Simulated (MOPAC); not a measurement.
MOPAC input (AM1):

```
AM1 PRECISE GNORM=0.05 LET XYZ GEO-OK AUX(PRECISION=9) THREADS=1
N2

N    -0.00000000 1   -0.00000000 1   -0.54544247 1
N     0.00000000 1    0.00000000 1    0.54544247 1
```

What heat of formation does the run end on?

11.15 kcal/mol.
